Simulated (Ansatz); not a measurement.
Other spins and charges of Si–AlH$_{2}$, quartet at one geometry

Geometry (PBE0/def2-TZVP stationary point for this spin, not checked as a minimum):

```xyz
4

Si    0.0000    0.0000    1.2493
Al    0.0000    0.0000   -1.1594
H     0.0000    1.4055   -1.8880
H     0.0000   -1.4055   -1.8880
```

Basis 6-31G; Ansatz 0.2.0. Correlated methods freeze the noble-gas cores. R marks a restricted (for open shells ROHF) determinant, U an unrestricted one. Active spaces: valence = (9e, 10o) chosen from the atoms' valence shells.

Gaps are energies of the second state less the first, at fixed atoms, for a selection of the levels run; each method lands on the state that its own search finds for that charge and spin.

Coupled cluster chose its determinant by a search with trial CCSD, here up to 0.25 eV above the lowest Hartree–Fock solution of its kind, and MP2 stands on that determinant too. For open shells CISD and CISDTQ are restricted-active-space CI with the open shells as a complete middle space.

Question: PBE gives 7.769 eV for removing an electron, to the triplet. Estimate what full CI gives in 6-31G.

Answer: Full CI in 6-31G gives 7.372 eV, so against it PBE is off by 0.397 eV, of which a good part can be the reference's own basis and frozen-core error.

```
                   level  gap (eV)  error (meV)
                    RMP2     7.443           71
                    UMP2     7.441           69
                   RCCSD     7.373            1
                RCCSD(T)     7.374            2
                UCCSD(T)     7.374            2
                 BCCD(T)     7.374            2
               UCCSDT(Q)     7.372            0
  MRCISD (valence space)     7.358          -14
MRCISD+Q (valence space)     7.367           -5
```

Removing an electron, to the quintet: 10.773 eV at full CI (quartet A2, quintet ion B1, in C2v).

| level | gap (eV) | error (meV) |
| --- | --- | --- |
| RMP2 | 10.907 | 134 |
| UCCSD(T) | 10.780 | 7 |
| UCCSDT | 10.774 | 1 |
| RCCSDT(Q) | 10.773 | 0 |
| UCCSDT(Q) | 10.773 | 0 |
| MRCISD (valence space) | 10.760 | -13 |
| MRCISD+Q (valence space) | 10.766 | -7 |
| PBE | 11.017 | 244 |
| PBE0 | 11.218 | 445 |
| B2PLYP | 11.094 | 321 |

Doublet less quartet: -0.057 eV at UCCSDT(Q).

```json
{"level": "RMP2", "gap (eV)": "0.067", "error (meV)": "124"}
{"level": "CISD", "gap (eV)": "0.012", "error (meV)": "69"}
{"level": "RCCSD(T)", "gap (eV)": "-0.056", "error (meV)": "1"}
{"level": "UCCSD(T)", "gap (eV)": "-0.056", "error (meV)": "1"}
{"level": "BCCD(T)", "gap (eV)": "-0.055", "error (meV)": "2"}
{"level": "UCCSDT", "gap (eV)": "-0.056", "error (meV)": "1"}
{"level": "CISDTQ", "gap (eV)": "-0.053", "error (meV)": "4"}
{"level": "RCCSDT(Q)", "gap (eV)": "-0.057", "error (meV)": "0"}
{"level": "MRCISD (valence space)", "gap (eV)": "-0.058", "error (meV)": "-1"}
{"level": "B3LYP", "gap (eV)": "-0.501", "error (meV)": "-444"}
```

Wrong sign: RMP2, CISD.

Question: PBE gives 5.391 eV for sextet less quartet. Estimate what full CI gives in 6-31G.

Answer: Full CI in 6-31G gives 5.541 eV, so against it PBE is off by -0.150 eV, of which a good part can be the reference's own basis and frozen-core error.

```tsv
level	gap (eV)	error (meV)
RMP2	5.661	120
UCCSD	5.536	-5
RCCSD(T)	5.539	-2
RCCSDT	5.540	-1
CISDTQ	5.540	-1
CASSCF (valence space)	5.589	48
MRCISD (valence space)	5.539	-2
MRCISD+Q (valence space)	5.535	-6
wB97M-V	5.878	337
```

In so small a basis the reference is far from its limit while semilocal and hybrid functionals are nearer theirs (RPA and double hybrids share part of the reference's basis error), so the functionals' errors here hold much of the reference's basis and frozen-core error, which can add to them or hide them. The set has no polarisation functions, which weighs most on the reference.

The reference is named with each gap: full CI where it ran, else the highest cluster level, uncertain by about the last step of the series. The frozen core follows each run's orbitals, which can shift R against U totals by a few meV.
